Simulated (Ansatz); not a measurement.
A run of Ansatz (development build ahead of 0.2.0) on singlet C₃H₅(+) at this shape:

```yaml
atoms:
  - { symbol: C, position_ang: [0.0243, 0.0234, -0.4393] }
  - { symbol: C, position_ang: [0.0209, 1.1658, 0.1805] }
  - { symbol: C, position_ang: [0.0266, -1.1753, 0.1728] }
  - { symbol: H, position_ang: [-0.0405, 0.0158, -1.6144] }
  - { symbol: H, position_ang: [-0.0037, 2.1864, -0.3392] }
  - { symbol: H, position_ang: [0.0332, 1.1908, 1.3122] }
  - { symbol: H, position_ang: [-0.0697, -2.1527, -0.2974] }
  - { symbol: H, position_ang: [0.0688, -1.2385, 1.2753] }
```

Its results:

| Quantity | Value |
| --- | --- |
| Converged | yes |
| Reference energy | -116.08603 hartree |
| Correlation energy | -0.37212 hartree |
| Total energy | -116.45815 hartree |
| Spin squared of the determinant | 0.000 |

**Question.** Which input gives this output? Name the method, the orbitals and the basis set, and write the input.

**Answer.** RHF-MP2 in def2-SVP. An unrestricted run that stays on the closed shell gives the same numbers.

```yaml
crystal:
  periodic: [false, false, false]
  atoms:
    - { symbol: C, position_ang: [0.02429, 0.0234, -0.43928] }
    - { symbol: C, position_ang: [0.02091, 1.16577, 0.18055] }
    - { symbol: C, position_ang: [0.02664, -1.17531, 0.17276] }
    - { symbol: H, position_ang: [-0.04054, 0.0158, -1.6144] }
    - { symbol: H, position_ang: [-0.0037, 2.18635, -0.33919] }
    - { symbol: H, position_ang: [0.0332, 1.19085, 1.3122] }
    - { symbol: H, position_ang: [-0.06967, -2.15271, -0.29744] }
    - { symbol: H, position_ang: [0.06884, -1.2385, 1.27532] }
basis:
  gaussian: { orbitals: def2-SVP }
total_charge: 1
hamiltonian:
  xc: hf
correlation:
  method: mp2
  frozen_orbitals: { C: 1, H: 0 }
```
